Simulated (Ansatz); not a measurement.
Relaxation of H₇NSi (9 atoms, charge 0, multiplicity 1), to a largest force component of 0.03 eV/Å in at most 50 steps.

Method: Ansatz 0.2.0, RKS PBE-D4/def2-SVP.

```xyz
9
Properties=species:S:1:pos:R:3
Si 0.196 0.028 -0.027
H 0.261 -0.156 1.436
H 1.605 0.056 -0.562
H -0.452 1.335 -0.378
H -0.516 -1.122 -0.676
N -2.502 -0.066 1.354
H -2.592 -0.711 0.561
H -2.462 0.882 0.964
H -1.571 -0.248 1.783
```

**Question.** Where does it end, and by what steps?

**Answer.** It converged. After 4 steps the energy has fallen by 0.121 eV; H9 moved furthest, 0.47 Å.

```tsv
step	energy less start (eV)	largest force component (eV/Å)	accepted
0	0.0000	0.703	yes
1	-0.0957	0.255	yes
2	-0.1145	0.262	yes
3	-0.1201	0.032	yes
4	-0.1206	0.004	yes
```

```xyz
9
Properties=species:S:1:pos:R:3
Si 0.365 0.037 -0.105
H 0.534 -0.142 1.377
H 1.725 0.076 -0.745
H -0.343 1.330 -0.392
H -0.408 -1.115 -0.680
N -2.748 -0.056 1.384
H -2.664 -0.711 0.595
H -2.518 0.870 1.000
H -1.975 -0.290 2.021
```

Whether the end is a true minimum wasn't checked by a vibrational analysis.

Run time: 6.7 s on 1 thread of Arm Neoverse V2, with other jobs on the host, peak memory 0.11 GiB.
